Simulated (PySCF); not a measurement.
Method: PySCF 2.14.0 with PBE-D3(BJ)/def2-TZVP // PBE0-D3(BJ)/def2-SVP. Isolated molecules, 0 K electronic values unless said otherwise. 

Reference species (SMILES): `N` (neutral, multiplicity 1).

The HOMO comes out as -6.07 eV and the dipole moment is 1.75 D.

Changed species: `CN(C)C` (free base N(CH3)3; the reference has free base NH3).

Q: Predict the effect on the HOMO and dipole moment.

A: the HOMO goes up by 1.33 eV, to -4.74 eV; the dipole moment falls by 1.44 D, to 0.31 D.
